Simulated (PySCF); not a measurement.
# SiC at HSE06

Computed with HSE06; Si cc-pV(D+d)Z, C cc-pVDZ; no relativity (PySCF 2.14).

```json
{
 "state": "³Π (triplet), unpaired electrons σ ↑, π ↑",
 "bond length": "171.9 pm",
 "harmonic wavenumber": "983 cm⁻¹",
 "force constant": "4.78 mdyn/Å",
 "rotational constant Be": "0.6791 cm⁻¹",
 "anharmonicity ωexe": "7.51 cm⁻¹",
 "vibration–rotation constant αe": "0.00581 cm⁻¹",
 "well depth De to Si + C": "4.29 eV",
 "dissociation energy D0": "4.23 eV",
 "bond order (Mayer)": "2.28",
 "dipole moment (positive dipole means Si(−)C(+))": "-1.42 D"
}
```

The state is the lowest determinant that a PBE0 search found; another state may lie lower at other levels.
